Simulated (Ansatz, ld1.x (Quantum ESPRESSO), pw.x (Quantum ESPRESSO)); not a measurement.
# Equation-of-state test of one TM potential (C)

C (Z = 6), norm-conserving Troullier–Martins (Kleinman–Bylander form), made with ld1.x (Quantum ESPRESSO) 7.5 (LDA (PW92), scalar-relativistic). Core [He], reference 2s2 2p2. Waves: 2s (bound): rc 1.20 bohr; 2p (bound): rc 3.05 bohr; 3d channel at 0.2 Ry: rc 2.30 bohr. Local part: the d channel. Core correction: Bessel-smoothed model core inside 1.20 bohr.

Crystal test: bcc C in pw.x 7.5, no spin, 18³ k-points, Fermi–Dirac smearing 0.01 Ry, cutoffs 110/440 Ry. The lattice is a test structure that the element need not adopt, and mesh and smearing are coarse.

pw.x input:

```
&control
  calculation='scf', prefix='x', pseudo_dir='./', outdir='./tmp', tstress=.true., disk_io='low'
/
&system
  ibrav=0, nat=1, ntyp=1, ecutwfc=110, ecutrho=440, nbnd=9,
  occupations='smearing', smearing='fd', degauss=0.01
/
&electrons
  conv_thr=1e-09, mixing_beta=0.4, electron_maxstep=70
/
ATOMIC_SPECIES
C 1.0 C.UPF
CELL_PARAMETERS angstrom
  -1.15692109 1.15692109 1.15692109
  1.15692109 -1.15692109 1.15692109
  1.15692109 1.15692109 -1.15692109
ATOMIC_POSITIONS crystal
C 0.0000 0.0000 0.0000
K_POINTS automatic
18 18 18 0 0 0
```

```bash
pw.x < C.scf.in > C.scf.out
```

How does the run end?

It converges; the pressure is 8.58 GPa against 4.60 GPa from all-electron LAPW. The largest radius (3.05 bohr) exceeds half the bond length (1.89 bohr), so the spheres overlap, which is one possible source of error among others. This is a poor potential for the solid. Atomic configuration tests: 1 of 9 tests not solved or not reliable. The log shows:

```
Message from routine setup:
     using ibrav=0 with symmetry is DISCOURAGED, use correct ibrav instead
     lattice parameter (alat)  =       3.7867  a.u.
     unit-cell volume          =      41.7992 (a.u.)^3
     number of electrons       =         4.00
     number of Kohn-Sham states=            9
     kinetic-energy cutoff     =     110.0000  Ry
     charge density cutoff     =     440.0000  Ry
     scf convergence threshold =      1.0E-09
     Exchange-correlation= PW
     number of k points=   195  Fermi-Dirac smearing, width (Ry)=  0.0100
     iteration #  1     ecut=   110.00 Ry     beta= 0.40
     total energy              =     -10.92456480 Ry
     estimated scf accuracy    <       0.00111383 Ry
     iteration #  2     ecut=   110.00 Ry     beta= 0.40
     total energy              =     -10.92462280 Ry
     estimated scf accuracy    <       0.00039868 Ry
     iteration #  3     ecut=   110.00 Ry     beta= 0.40
     total energy              =     -10.92462719 Ry
     estimated scf accuracy    <       0.00000137 Ry
     iteration #  4     ecut=   110.00 Ry     beta= 0.40
     the Fermi energy is    12.9998 ev
!    total energy              =     -10.92462726 Ry
     estimated scf accuracy    <          2.0E-10 Ry
     smearing contrib. (-TS)   =      -0.00161094 Ry
     The total energy is F=E-TS. E is the sum of the following terms:
     one-electron contribution =       5.50706679 Ry
     hartree contribution      =       0.19369854 Ry
     xc contribution           =      -3.30706076 Ry
     ewald contribution        =     -13.31672090 Ry
     convergence has been achieved in   4 iterations
          total   stress  (Ry/bohr**3)                   (kbar)     P=       85.76
```
